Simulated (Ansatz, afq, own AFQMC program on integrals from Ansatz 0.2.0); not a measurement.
## Where AFQMC and coupled cluster stand for BH⁻, doublet

| atom | x (Å) | y (Å) | z (Å) |
| --- | --- | --- | --- |
| B | 0.0000 | 0.0000 | 0.0000 |
| H | 0.0000 | 0.0000 | 1.1280 |

Basis aug-cc-pVDZ. Only valence electrons are correlated. Integrals, coupled cluster, full CI and functionals: Ansatz 0.2.0; the random walks run on the same integrals in our own AFQMC program. ph-AFQMC/CISD is guided by a CISD state made of CCSD amplitudes; releasing the constraint for a short imaginary time cuts its bias at the price of noise, slowly where states lie close. ± is one standard error of the sampling.

Determinant: UHF, the one that the program's search chose, which needn't be the lowest solution. The geometry is a point of a scan.

Full CI on the same integrals is exact in this basis and with this determinant's frozen core.

Cautions: strong correlation (T1 0.116, weight of the determinant 0.79, largest double 0.08); unrestricted determinant spin contaminated (⟨S²⟩ 1.15 against 0.75); the released energies are still falling, so no released level is given (meV from the phaseless value at times in 1/Eh: -6 ± 3 at 0.24, -7.6 ± 2.3 at 0.51, -8 ± 4 at 0.99, -15.8 ± 1.4 at 1.62, -19.4 ± 2.2 at 2.40), though the last usable value meets full CI within the noise.

- T1 diagnostic: 0.1162
- weight of the determinant in the CISD state: 0.786
- ⟨S²⟩ of the determinant: 1.148
- size of the correlated space: 5 electrons in 31 orbitals

```
  level  correlation energy (eV)
    MP2                  -1.8685
   CCSD                  -2.6461
CCSD(T)                  -2.7330
```

Task: Estimate where phaseless AFQMC with a CISD trial lies against CCSD(T) on the same integrals.

Result: 2.0 ± 0.3 kJ/mol below CCSD(T).

Reference: full CI, correlation energy -2.776 eV. The cautions show a poor starting determinant, so the rows tell how each method copes with it here, and full CI is the sure value.

```csv
level,E − E(reference) (kJ/mol),share of correlation (%)
CCSD(T),4.1,98.46
CCSDT,0.5,99.83
CCSDT(Q),0.1,99.98
CCSDTQ,0.0,100.00
ph-AFQMC/CISD,2.2 ± 0.3,99.19
```

CCSDT and higher add their correlation energy to the determinant of the CCSD(T) run, since their own runs factorise the integrals more tightly (a shift of under 2 meV).
